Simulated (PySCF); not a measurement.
Calculation: PBE-D3(BJ)/def2-TZVP (PySCF). Isolated molecules, 0 K electronic values unless said otherwise. 

Reference species (SMILES): `N#CC` (neutral, multiplicity 1).

The dipole moment comes out as 3.95 D.

Changed species: `N#CS` (whole molecule; the reference has whole molecule).

### Question
Give the shifts of the dipole moment.

### Answer
the dipole moment falls by 0.44 D, to 3.51 D.
